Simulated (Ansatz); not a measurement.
A run of Ansatz (development build ahead of 0.2.0) on doublet CHN(+) at this shape:

| atom | x (Å) | y (Å) | z (Å) |
| --- | --- | --- | --- |
| H | 0.0000 | 0.0000 | -0.9940 |
| N | 0.0000 | 0.0000 | 0.0000 |
| C | 0.0000 | 0.0000 | 1.1690 |

Its results:

```
Converged                       : yes
Reference energy                : -92.47770 hartree
CCSD correlation energy         : -0.31836 hartree
Triples correction              : -0.01677 hartree
Total energy                    : -92.81283 hartree
Spin squared of the determinant : 0.750
```

Task: Which input gives this output? Name the method, the orbitals and the basis set, and write the input.

Result: ROHF-CCSD(T) in cc-pVTZ.

```yaml
crystal:
  periodic: [false, false, false]
  atoms:
    - { symbol: H, position_ang: [0.0, 0.0, -0.994] }
    - { symbol: "N", position_ang: [0.0, 0.0, 0.0] }
    - { symbol: C, position_ang: [0.0, 0.0, 1.169] }
basis:
  gaussian: { orbitals: cc-pVTZ }
total_charge: 1
magnetization:
  initial_magnetization: 1
hamiltonian:
  xc: hf
correlation:
  method: ccsd_t
  frozen_orbitals: { C: 1, H: 0, "N": 1 }
```
